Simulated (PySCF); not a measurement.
tetrafluoroethylene anion (C₂F₄), SMILES FC(F)=C(F)F (connectivity only; charge and spin as stated), charge -1, multiplicity 2. Atoms are numbered in the order given.

```xyz
6

F      0.9681     1.4941     0.2388
C     -0.1462     0.6859     0.3927
F     -1.1284     1.2226    -0.5006
C      0.1462    -0.6859     0.3927
F     -0.9681    -1.4941     0.2388
F      1.1284    -1.2226    -0.5006
```
Charge -1, spin multiplicity 2.

The structure is a stationary point at TPSSh-D3(BJ)/def2-SVPD. The multiplicity is an assumed one; other spin states were not compared.

These are PBE0/pcH-1 run with PySCF values and carry that method's errors.

Unrestricted Kohn–Sham, ⟨S²⟩ = 0.764. Hyperfine tensors hold the contact and dipolar terms, without spin-orbit corrections.

Computed hyperfine couplings:
```csv
nucleus,A(iso) (MHz),A(iso) (G),dipolar principal values (MHz)
19F no. 1,60.8,21.7,"-88.6, -79.1, 167.7"
13C no. 2,553.1,197.4,"-39.3, -25.6, 65.0"
19F no. 3,507.9,181.2,"-219.0, -173.6, 392.6"
13C no. 4,553.1,197.4,"-39.3, -25.6, 65.0"
19F no. 5,60.8,21.7,"-88.6, -79.1, 167.7"
19F no. 6,507.9,181.2,"-219.0, -173.6, 392.6"
```

Q: And the g tensor (effective nuclear charges for spin-orbit coupling, GIAO)? (An estimate is asked for; the answer gives what the named calculation found.)

A: principal values 2.0030, 2.0031, 2.0037; isotropic 2.0033.
